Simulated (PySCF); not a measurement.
# Dipole moment and polarisability of hydrogen isocyanide

Compound: hydrogen isocyanide, CHN.
Cartesian coordinates in Å at the GFN2-xTB level; atoms count from 1:
```xyz
3
CHN angstrom
C      1.0615    0.3892   -0.0061
N     -0.0475    0.0542   -0.0041
H     -1.0025   -0.2341   -0.0024
```

Level: wB97X-D/def2-SVPD (PySCF), static field, nuclei fixed, core orbitals frozen in the response. The polarisability tensor in these axes (au):

```
x   22.08  2.28 -0.01
y    2.28 15.22  0.00
z   -0.01  0.00 14.54
```

Task: Diagonalise the tensor; give its mean and Δα, where Δα² is half the sum of the squared differences of the eigenvalues.

Result: Principal values 14.54, 14.54 and 22.76 au; mean 17.28 au = 2.56 Å³ = 2.85 × 10⁻⁴⁰ C²·m²/J; Δα = 8.23 au (48 % of the mean).

Task: What is the dipole moment, and where does it point?

Result: (-3.01, -0.91, 0.01) D, 3.15 D in size, pointing from the negative to the positive side. Measured along this direction, the outermost atoms are C1 at the negative end and H3 at the positive end.

Task: What molar refraction does this α imply?

Result: Lorentz–Lorenz: R = (4π/3)N_A α = 2.5225 cm³/(mol·Å³) × 2.56 Å³ = 6.5 cm³/mol, in the limit of long wavelengths.

Task: Orientational against electronic polarisability at 350 K (dilute gas, rigid molecules)?

Result: In Gaussian units μ²/3kT = 68.24 Å³ against 2.56 Å³, a ratio of 26.65; the Debye molar polarisation (4π/3)N_A(α + μ²/3kT) is 178.6 cm³/mol, leaving out the vibrational part.

Task: What would n − 1 = 2πNα be for an ideal gas of these molecules at 273.15 K and 1 atm, electronic part alone?

Result: N = p/kT = 2.6868 × 10¹⁹ cm⁻³, so n − 1 = 2π × N × 2.56 × 10⁻²⁴ cm³ = 432 × 10⁻⁶ at long wavelengths.

Isolated species at its GFN2-xTB geometry, gas phase.
